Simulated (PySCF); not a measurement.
# Working out the ionisation energy of S

S [Ne] 3s2 3p4 (3P) → S⁺ [Ne] 3s2 3p3 (4S). Calculation: PySCF 2.14, in aug-cc-pV(T+d)Z with one added diffuse shell each of s, p, d, f type (7s6p5d3f, 71 functions); no relativity, point nucleus. Frozen: [Ne]. Energies in hartree (1 hartree = 27.21139 eV):

```json
{"part": "UHF", "S (lower)": "-397.510008", "S⁺ (upper)": "-397.170367"}
{"part": "MP2 opposite-spin", "S (lower)": "-0.091342", "S⁺ (upper)": "-0.066407"}
{"part": "MP2 same-spin", "S (lower)": "-0.027547", "S⁺ (upper)": "-0.024441"}
```

Q: What does Hartree-Fock give?

A: (-397.170367) − (-397.510008) = 0.339641 hartree = 9.242 eV.

Q: What do MP2 and SCS-MP2 (6/5 opposite-spin, 1/3 same-spin) give?

A: The opposite-spin parts differ by 0.679 eV and the same-spin parts by 0.085 eV. MP2: 9.242 + (0.679) + (0.085) = 10.006 eV. SCS-MP2: 9.242 + 1.2 × (0.679) + (0.085)/3 = 10.085 eV.

Measured between the centres of the two terms (NIST): 10.336 eV, so MP2 (valence) is off by -0.330 eV.

What remains against the reference includes basis incompleteness, the frozen core and correlation beyond second order.
